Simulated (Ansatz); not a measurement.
Down a group: atomization energies of BNC, BNSi

Ansatz 0.2.0, basis cc-pVDZ; geometries are PBE0/def2-TZVP minima. Wave-function levels freeze the cores; HF, MP2 and coupled cluster are restricted for singlets and unrestricted otherwise, atoms included (their steps beyond CCSDT(Q) come from restricted open-shell runs). The reference is CCSDT(Q) or CCSDTQ (coupled cluster only where its series has nearly closed). An error is the level's value less the reference. None of these values is a measured one. Energies are electronic, without zero-point terms. The set is small: it underbinds, by tens of kJ/mol for each bond, so near ties and functionals' places can change in larger sets. No spin–orbit coupling and no scalar relativity. The species are chosen: bound, without strong static correlation by their natural occupations or amplitudes, in their lowest spin state as far as vertical gaps and like structures tell, and with a ladder that closes on the reference, so errors are smaller than for species at large; levels whose determinant breaks symmetry or spin markedly are left out.

```
      species                               bonds (Å)     quantity  symmetry of the states  reference  value (kcal/mol)  error HF  error MP2  error CCSD  error CCSD(T)  error CCSDT
 BNC, singlet   C–N 1.183, B–N 1.415, angle at N 180°  atomization                      Σ⁺     CCSDTQ             273.9     -83.2       10.7        -8.7           -0.6         -0.7
BNSi, singlet  B–N 1.366, N–Si 1.578, angle at N 180°  atomization                      Σ⁺   CCSDT(Q)             223.3     -75.5       10.9        -8.7           -0.9         -1.0
```

The reference falls from C to Si, by 50.6 kcal/mol in all.
